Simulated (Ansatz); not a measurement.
Geometry optimisation, RKS r2SCAN-D4/def2-mTZVP in Ansatz.

Input:

```yaml
crystal:
  periodic: [false, false, false]
  atoms:
    - { symbol: Al, position_ang: [0.019096, -0.437593, -0.47257] }
    - { symbol: Cl, position_ang: [0.021531, -0.19447, 2.944462] }
    - { symbol: H, position_ang: [1.401841, 0.223023, -0.870222] }
    - { symbol: H, position_ang: [-1.388035, 0.175261, -0.859189] }
    - { symbol: H, position_ang: [0.04544, -1.794273, 0.324118] }
    - { symbol: H, position_ang: [0.044026, -1.237548, 2.098401] }
basis:
  gaussian: { orbitals: def2-mTZVP }
hamiltonian:
  xc: r2scan
  dispersion: d4
relax:
  f_tol: 0.03
  max_steps: 50
```

Launched with:

```bash
$ ansatz run input.yaml --threads 1 --pin off --max-ram 2048MiB --backend cpu --events-out ev --progress --plain --runs-dir out
```

**Question.** Where does it end, and by what steps?

**Answer.** The run converged. After 15 steps the energy has fallen by 0.217 eV; Cl2 moved furthest, 0.68 Å. Joined: Al1–Cl2 (3.43 → 2.67 Å).

| step | energy less start (eV) | largest force component (eV/Å) | accepted |
| --- | --- | --- | --- |
| 0 | 0.0000 | 0.633 | yes |
| 1 | -0.0341 | 0.664 | yes |
| 2 | -0.0605 | 0.732 | yes |
| 3 | -0.0995 | 0.630 | yes |
| 4 | -0.1195 | 0.541 | yes |
| 5 | -0.1289 | 0.106 | yes |
| 6 | -0.1306 | 0.050 | yes |
| 7 | -0.1310 | 0.073 | yes |
| 8 | -0.1319 | 0.113 | yes |
| 9 | -0.1341 | 0.170 | yes |
| 10 | -0.1393 | 0.244 | yes |
| 11 | -0.1509 | 0.298 | yes |
| 12 | -0.1707 | 0.259 | yes |
| 13 | -0.1882 | 0.917 | yes |
| 14 | -0.2139 | 0.167 | yes |
| 15 | -0.2169 | 0.029 | yes |

```xyz
6
Properties=species:S:1:pos:R:3
Al 0.020 -0.464 -0.342
Cl 0.021 -0.017 2.287
H 1.383 0.291 -0.655
H -1.372 0.242 -0.646
H 0.049 -2.037 -0.068
H 0.043 -1.280 2.589
```

Time of the run: 38 s on 1 thread of Arm Neoverse V1 (shared host), peak memory 0.12 GiB.
